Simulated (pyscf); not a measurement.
## `[CH]=[NH]`, doublet

Gas-phase minimum from PySCF at ωB97X-D3(BJ)/def2-SVP, one conformer. •HC=NH lies 8.1 kcal/mol over its isomer H₂C=N•, and others may lie lower still (electronic energy, ωB97M-D3(BJ)). 

SMILES: [CH]=N
```xyz
4

C      0.2335     0.1808    -0.3038
N      0.0594    -0.2908    -1.4301
H      0.5353     1.2244    -0.0830
H     -0.2202    -1.2754    -1.5076
```
Charge 0, spin multiplicity 2.

Bond lengths (Å): C1–N2 1.233, C1–H3 1.109, N2–H4 1.026. Bond angles (°): N2–C1–H3 125.5, C1–N2–H4 118.3.

Properties at ωB97X-D3(BJ)/def2-SVP:

```yaml
harmonic_wavenumbers_unscaled: 889, 974, 1182, 1869, 3065, 3492 cm⁻¹
zero_point_energy: 16.4 kcal/mol
rotational_symmetry_number: 1
Entropy of this conformer at 298 K and 1 atm, rigid rotor and harmonic oscillator, modes under 100 cm⁻¹ raised to 100: 228.5 J/(mol K)
dipole_moment: 0.49 D
Spin expectation value S2: 0.753
```

Single-point totals, which compare only within one level (frozen core for MP2 and CC):

```json
[
 {"level": "ωB97X-D3(BJ)/def2-TZVP", "total energy (hartree)": "-94.03476"},
 {"level": "PBE/def2-TZVP", "total energy (hartree)": "-93.89018"},
 {"level": "r²SCAN/def2-TZVP", "total energy (hartree)": "-93.95039"},
 {"level": "B3LYP-D3(BJ)/def2-TZVP", "total energy (hartree)": "-94.01176"},
 {"level": "PBE0-D3(BJ)/def2-TZVP", "total energy (hartree)": "-93.89170"},
 {"level": "M06-2X/def2-TZVP", "total energy (hartree)": "-93.95830"},
 {"level": "ωB97M-D3(BJ)/def2-TZVP", "total energy (hartree)": "-94.02841"},
 {"level": "UHF/def2-TZVPP", "total energy (hartree)": "-93.44049"},
 {"level": "MP2/def2-TZVPP", "total energy (hartree)": "-93.77429"},
 {"level": "CCSD/def2-TZVPP", "total energy (hartree)": "-93.79549"},
 {"level": "CCSD(T)/def2-TZVPP", "total energy (hartree)": "-93.81212"}
]
```

The CCSD(T) − MP2 part came from Ansatz, without density fitting, on the same reference.
